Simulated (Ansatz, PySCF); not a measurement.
H2O, SMILES O.

Geometry optimised at B3LYP-D3(BJ)/def2-TZVPD.

Vertical ionisation energy (IE) and electron affinity (EA) in eV. Rows of orbital energies are one-electron estimates. Where ΔSCF, EOM or ADC give a negative EA the extra electron is unbound and the value depends on the basis.

```csv
level,IE,EA
"−ε(HOMO), −ε(LUMO), CAM-B3LYP/def2-TZVPD (PySCF)",10.68,-0.65
"−ε(HOMO), −ε(LUMO), B3LYP/def2-TZVPD (PySCF)",[?],[?]
"−ε(HOMO), −ε(LUMO), PBE/def2-TZVPD (PySCF)",7.23,0.64
EOM-CCSD/aug-cc-pVDZ (PySCF),12.36,-0.76
ADC(3)/aug-cc-pVDZ (PySCF),12.98,-0.75
"ΔSCF, ωB97X-V/def2-TZVPD (Ansatz), final states of multiplicity 2 and 2",12.68,-1.62
"ΔSCF, PBE/def2-TZVPD (Ansatz), final states of multiplicity 2 and 2",12.77,-1.32
```

Problem. What belongs in the gaps? (Estimate from the structure and the level; the computed values follow.)

Solution. 
- −ε(HOMO), −ε(LUMO), B3LYP/def2-TZVPD (PySCF), IE: 8.81
- −ε(HOMO), −ε(LUMO), B3LYP/def2-TZVPD (PySCF), EA: 0.29

Problem. What vertical singlet–triplet gap does ΔSCF give with ωB97X-V/def2-TZVPD (Ansatz, a program for electronic structure) and with PBE/def2-TZVPD (Ansatz)? (Estimate from the structure and the level; the computed values follow.)

Solution. 7.38 and 7.16 eV (triplet above singlet where positive).

Problem. Give the lowest 1s main lines (those of the lightest heavy element) from CVS-ADC(2)-x/aug-cc-pVDZ (PySCF, non-relativistic), with pole strengths. (Estimate from the structure and the level; the computed values follow.)

Solution. 540.8 eV (1.57).

Problem. Beyond the first one, list the lowest photoelectron lines from ADC(3)/aug-cc-pVDZ in PySCF with their pole strengths (two spins summed). (Estimate from the structure and the level; the computed values follow.)

Solution. 15.23 eV (1.85), 19.33 eV (1.87), 30.31 eV (0.12).
